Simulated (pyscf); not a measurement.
Four-centre exchange: HO–AsH₂ + silane (SiH₄) → H₃Si–O–AsH₂ + hydrogen (H₂)

Gas phase, singlet surface, charge 0. Bonds broken: O2–H5, Si6–H7. Bonds formed: O2–Si6, H5–H7. Structures and frequencies: ωB97X-D3(BJ)/def2-SVP in PySCF.

Transition state (Å):

```xyz
10

As    -1.3609    -2.0446     0.7212
O      0.0115    -0.8374     0.5144
H     -1.7192    -2.0854    -0.7549
H     -2.4346    -1.0041     1.0078
H      0.9121    -0.5315     1.0854
Si     0.1380     0.9389    -0.0032
H      1.4927     0.4802     1.0629
H      1.1147     1.3960    -1.0331
H     -0.2583     1.9921     0.9768
H     -1.1299     0.7528    -0.8153
```

One imaginary mode, 1259i cm⁻¹; descent along it reached the two sides named.

| bond | change | reactant side (Å) | saddle | product side |
|---|---|---|---|---|
| O2–H5 | breaks | 0.966 | 1.109 | 2.485 |
| Si6–H7 | breaks | 1.488 | 1.784 | 4.2 |
| O2–Si6 | forms | 2.9 | 1.855 | 1.668 |
| H5–H7 | forms | 3.0 | 1.167 | 0.761 |

Electronic energies relative to the separated reactants (kJ/mol):

```csv
level,barrier,reaction energy,reverse barrier
ωB97X-D3(BJ)/def2-TZVP,136.0,-82.5,218.5
PBE/def2-TZVP,116.7,-63.7,180.3
r²SCAN/def2-TZVP,121.1,-77.2,198.3
B3LYP-D3(BJ)/def2-TZVP,131.4,-78.3,209.7
PBE0-D3(BJ)/def2-TZVP,124.5,-69.1,193.6
M06-2X/def2-TZVP,135.0,-88.2,223.2
ωB97M-D3(BJ)/def2-TZVP,136.4,-74.1,210.4
HF/def2-TZVP,215.7,-67.6,283.3
```

With ωB97M-D3(BJ)/def2-TZVP energies and thermal terms (ideal gas, 1 atm, RRHO with modes under 100 cm⁻¹ raised to 100, one conformer, R ln 2 for chiral ones without a mode under 150 cm⁻¹), in kJ/mol:

```csv
T (K),ΔH‡,ΔG‡,ΔH,ΔG
298,128.9,168.6,-83.9,-79.2
600,130.0,208.6,-79.3,-76.3
900,132.9,247.3,-75.6,-75.6
1200,136.4,284.9,-72.9,-76.1
```

The same reactants have a lower exit, to AsH₃ + HO–SiH₃ (barrier +108.7 kJ/mol at ωB97M-D3(BJ)/def2-TZVP, against +136.4 kJ/mol here). H₃Si–O–AsH₂ lies 44.7 kJ/mol over its isomer HO–SiH₂–AsH₂ (electronic energy, ωB97M-D3(BJ)/def2-TZVP). One saddle was located; it need not be the lowest between these sides. Elements up to Kr have no core potential and no relativistic terms here.
